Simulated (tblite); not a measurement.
C5H7Cl.
Bonds: C1–C2 (double), C2–C3, C3–C4, C4–C5 (double), C4–Cl6. Hydrogens: H7, H8 on C1; H9 on C2; H10, H11 on C3; H12, H13 on C5.

Structure optimised with GFN2-xTB, isolated species.

(1) What internal coordinates does the optimisation give?

Answers

(1) 
```tsv
bond	length (Å)	order
C1=C2	1.318	double
C2–C3	1.502	single
C3–C4	1.499	single
C4=C5	1.320	double
C4–Cl6	1.737	single
C1–H7	1.078	single
C1–H8	1.076	single
C2–H9	1.081	single
C3–H10, C3–H11	1.092	single
C5–H12	1.075	single
C5–H13	1.076	single
```

Bonds in one row agree within 0.01 Å and their mean is given. Orders are formal, as drawn. A selection of angles:
```tsv
angle	degrees
C2–C1–H7	121.8
C2–C1–H8	121.9
H7–C1–H8	116.3
C1–C2–C3	124.0
C1–C2–H9	120.8
C3–C2–H9	115.1
C2–C3–C4	110.4
C2–C3–H10	109.0
C4–C3–H10	108.9
H10–C3–H11	109.0
C3–C4–C5	125.8
C3–C4–Cl6	114.1
C5–C4–Cl6	120.1
C4–C5–H12	122.4
C4–C5–H13	120.6
H12–C5–H13	117.1
```

Torsions: C1–C2–C3–C4 -119° (anticlinal); C2–C3–C4–C5 109° (anticlinal). The mirror-image conformer, all signs reversed, is as good.

Of the pairs four or more bonds apart, Cl6···H9 is among the closest relative to their van der Waals radii: 2.92 Å, 99 % of the sum of Bondi's values. The 4 C–C bonds span 1.318 Å (C1=C2, drawn double) to 1.502 Å (C2–C3, drawn single), a spread of 0.184 Å.

Point group: C1 (no symmetry element, even within 0.4 Å). Its GFN2-xTB frequencies are all real (lowest 53 cm⁻¹). One conformer, not necessarily the lowest. 3 starts were optimised and ended at 0.00, 0.00 and 0.02 kcal/mol (GFN2-xTB); the lowest of these is shown.

Hardware: an Intel Xeon Platinum 8488C with one thread, shared host with 96 logical CPUs at a one-minute load of 49. Cost: 0.3 s of wall time. These figures are those of the optimisation.

These are computed values.
